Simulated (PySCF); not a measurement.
A run that did not reach its result, on `C=C/N=C/SC` (driver script around PySCF, density fitting, GFN2-xTB geometry as the base; each input is a line of settings and coordinates in Å).

Command:
```bash
OMP_NUM_THREADS=1 python probes_run.py task.json out
```
Input:
```
{"job": {"kind": "uv", "xc": "PBE00", "basis": "6-31G-J", "nstates": 25, "ntriplets": 0, "tda": false, "scf": {"max_cycle": 72}}, "charge": 0, "multiplicity": 1}
C     -2.430720     0.763405    -0.278734
C     -1.778837    -0.049311    -0.489536
N     -0.290813    -0.199132    -0.178190
C      0.481153    -1.171719    -0.432800
S      2.148532    -1.142298     0.005688
C      2.240900     0.490639     0.786008
H     -3.468838     0.739199    -0.555773
H     -2.066125     1.642434     0.222349
H     -1.972811    -1.151520    -1.050701
H      0.192836    -2.100347    -0.936980
H      3.265973     0.633422     1.110049
H      1.953782     1.239045     0.055190
H      1.557608     0.509848     1.628259
```

Output:
```
KeyError: 'Element s (Z=16) not found in basis 6-31G-J version 0'
```

Problem. What went wrong, and what mends it?

Solution. The basis 6-31G-J in the Basis Set Exchange has no functions for sulfur, so the input was refused before any integral. The first bond of the GFN2-xTB geometry was scaled by 0.8. Choose a basis that covers all elements. The run gave no result.

Shape of the structure used: `[CH2:1]=[CH:2]/[N:3]=[CH:4]/[S:5][CH3:6]`: C1–C2–N3–C4 180°, N3–C4–S5–C6 0°.
